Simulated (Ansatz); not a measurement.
# CH₄FN: taking an electron away

One table from this session's results is given with a row withheld; the runs are named, their logs left out.

The runs use Ansatz 0.2.0, Gaussian basis; unrestricted cation, the program's frozen cores in correlated methods.

Plan: UKS PBE-D4/def2-TZVPP; UKS r2SCAN-D4/def2-TZVPP; UKS PBE0-D4/def2-TZVPP; UKS B3LYP-D4/def2-TZVPP; UKS wB97X-V/def2-TZVPP; UKS wB97M-V/def2-TZVPP; UKS B2PLYP/def2-TZVPP; UHF-CCSD(T)/def2-TZVPP; UHF-MP2/def2-QZVPP; extrapolation to the limit; then −ε(HOMO) from the neutral's earlier runs with LDA (SPW92), PBE-D4, revPBE-D4, BLYP-D4, r2SCAN-D4, B97M-V, PBE0-D4, B3LYP-D4, r2SCANh-D4, r2SCAN0-D4, HSE06-D4, BHLYP-D4, CAM-B3LYP-D4, LC-ωPBE, ωB97X-V, ωB97M-V.

### Structure used throughout

An earlier PBE0-D4 in a triple-zeta def2 set relaxation fixed the geometry.

SMILES `NCF`, 7 atoms, charge 0, spin multiplicity 1.

Atoms are counted from 1 here; the program's logs count them from 0.

Bond lengths: N1–C2 1.402 Å, N1–H4 1.010 Å, N1–H5 1.010 Å, C2–F3 1.406 Å, C2–H6 1.092 Å, C2–H7 1.092 Å. Angles: C2–N1–H4 112.8°, C2–N1–H5 112.8°, H4–N1–H5 109.7°, N1–C2–F3 113.7°, N1–C2–H6 110.2°, N1–C2–H7 110.2°, F3–C2–H6 106.1°, F3–C2–H7 106.1°, H6–C2–H7 110.3°.

The first run:

Input file in.yaml:

```yaml
crystal:
  periodic: [false, false, false]
  atoms:
    - {symbol: N, position_ang: [-0.458625, -0.120829, -0.759838]}
    - {symbol: C, position_ang: [0.444156, -0.110176, 0.313172]}
    - {symbol: F, position_ang: [0.043149, 0.710136, 1.382030]}
    - {symbol: H, position_ang: [-1.364135, -0.489921, -0.506135]}
    - {symbol: H, position_ang: [-0.568682, 0.787490, -1.188073]}
    - {symbol: H, position_ang: [0.551367, -1.115049, 0.726415]}
    - {symbol: H, position_ang: [1.414072, 0.270348, -0.013170]}
basis:
  gaussian: {orbitals: def2-TZVPP}
total_charge: 1
magnetization: {spin_polarized: true, initial_magnetization: 1}
hamiltonian: {xc: pbe, dispersion: d4}
```

Launch:

```bash
$ ansatz run in.yaml --threads 2 --pin off --events-out ev --progress --plain --max-ram 4352MiB
```

Steps of the session up to this table: Cation, UKS PBE-D4/def2-TZVPP; Cation, UKS r2SCAN-D4/def2-TZVPP; Cation, UKS PBE0-D4/def2-TZVPP; Cation, UKS B3LYP-D4/def2-TZVPP; Cation, UKS wB97X-V/def2-TZVPP; Cation, UKS wB97M-V/def2-TZVPP; Cation, UKS B2PLYP (frozen core)/def2-TZVPP; Cation, UHF-CCSD(T)/def2-TZVPP; Cation, UHF-MP2/def2-QZVPP.

One of the session's tables, all rows but one given; the rest of the session is left out.

It belongs to the step «Ionisation energies side by side». For comparison, −ε(HOMO) of the neutral from earlier runs:

```
  functional  −ε(HOMO) (eV)
 LDA (SPW92)           6.57
      PBE-D4           6.40
   revPBE-D4           6.34
     BLYP-D4           6.31
   r2SCAN-D4           6.74
      B97M-V           6.88
     PBE0-D4           7.96
    B3LYP-D4           7.72
  r2SCANh-D4           7.32
  r2SCAN0-D4           8.21
    HSE06-D4           7.55
    BHLYP-D4           9.47
CAM-B3LYP-D4           9.47
     LC-ωPBE          10.87
     ωB97X-V          10.49
     ωB97M-V              ?
```

**Question.** Estimate the row for ωB97M-V.

As computed: −ε(HOMO) (eV): 10.40. In the column «−ε(HOMO) (eV)» it lies between CAM-B3LYP-D4 (9.47) and ωB97X-V (10.49).
